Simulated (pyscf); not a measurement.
Elementary routes open to HB=NH (SMILES B=N) + H₂C=CH₂ (SMILES C=C) in the gas phase (singlet surface):
A. H₂C=CH–BH–NH₂ (SMILES C=CBN) (C–H broken; B–C, H–N formed)
B. H₃C–CH₂–B=NH (SMILES CCB=N) (B–H broken; B–C, C–H formed)

Optimised with ωB97X-D3(BJ)/def2-SVP in PySCF. MP2 and CC: frozen core, UHF for open shells. ΔMP2 is the change of the MP2 total energy from the triple- to the quadruple-zeta basis.

Problem. Rank the routes by free-energy barrier at 600 K, lowest first, for CCSD(T)/def2-TZVPP + ΔMP2(QZVPP) energies (ideal gas, 1 atm, RRHO with modes under 100 cm⁻¹ raised to 100, one conformer, R ln 2 for chiral ones without a mode under 150 cm⁻¹).

Solution. B (2.77 eV), A (2.97 eV)

Route B is the fastest of these, ahead of the next by 0.20 eV. The most stable products are those of A (ΔG = -0.66 eV), whose barrier is 0.20 eV higher: the kinetic and the thermodynamic product differ. At 1200 K B is still the fastest. A: On the product side the descent ends in a point that may be a rotor saddle (no frequency run), 0.07 eV over the lowest minimum found and 3.85 eV under the saddle at ωB97X-D3(BJ)/def2-TZVP. Only these routes are compared; each barrier is that of the saddle found, and lower ones may exist. The CCSD(T) − MP2 part came from Ansatz, without density fitting, on the same reference.
